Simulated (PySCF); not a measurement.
Potential energy curve for SMILES C=CCl. The C2–Cl6 bond (C2 also carries C, H; Cl6 carries nothing else) is stretched with both fragments frozen at the PBE0/def2-TZVP optimised geometry. Each curve is given relative to its own lowest point near equilibrium.

```
R / Å      A      B      C      D
-----  -----  -----  -----  -----
1.28   147.2  151.3  139.2  148.6
1.39    67.6   69.4   62.3   68.8
1.45    41.3   42.1   37.2   42.3
1.54    16.7   16.6   14.2   17.4
1.62     5.4    4.9    4.0    5.8
1.68     1.3    1.0    0.7    1.6
1.72     0.2    0.0    0.0    0.3
1.76     0.0    0.1    0.2    0.0
1.84     1.9    2.8    2.9    1.7
1.87     3.2    4.5    4.4    2.9
1.99    10.5   13.5   12.6   10.0
2.16    23.8   29.5   26.8   23.1
2.30    35.4   43.3   39.0   34.6
2.58    57.0   69.4   61.2   56.2
2.84    73.7   90.3   78.1   72.9
3.07    85.6  106.0   90.0   84.9
3.45   100.2  126.7      —   99.8
3.77   108.4  140.1      —  108.5
4.24   116.0  154.6      —  116.9
4.60   119.4  162.5      —  120.8
5.10   122.2  170.2      —  124.2
6.02   124.5  178.7      —  127.0
```

Energies in kcal/mol.

Q: Match the curves with the methods restricted Hartree-Fock/6-31G*, spherical d run with PySCF; restricted B3LYP/cc-pVDZ in PySCF 2.14.0; restricted LDA (SVWN5)/cc-pVDZ run with PySCF 2.14.0; restricted TPSSh/cc-pVDZ (PySCF).

A: A is RKS-TPSSh; B is RHF/6-31G*; C is RKS-LDA (SVWN5); D is RKS-B3LYP.

A dash means that the run gave no value there, or that the column was ended at a point which the program doubted or which failed a test of continuity chosen for this set; such a test can also cut sound points.

The restricted form behind RKS-LDA (SVWN5), RHF/6-31G*, RKS-TPSSh, RKS-B3LYP keeps the bonding electrons paired and can't separate into open-shell fragments. At the longest distance RKS-TPSSh, RKS-B3LYP leaves fractional charges on the fragments, a sign of delocalisation error or of the restricted form.
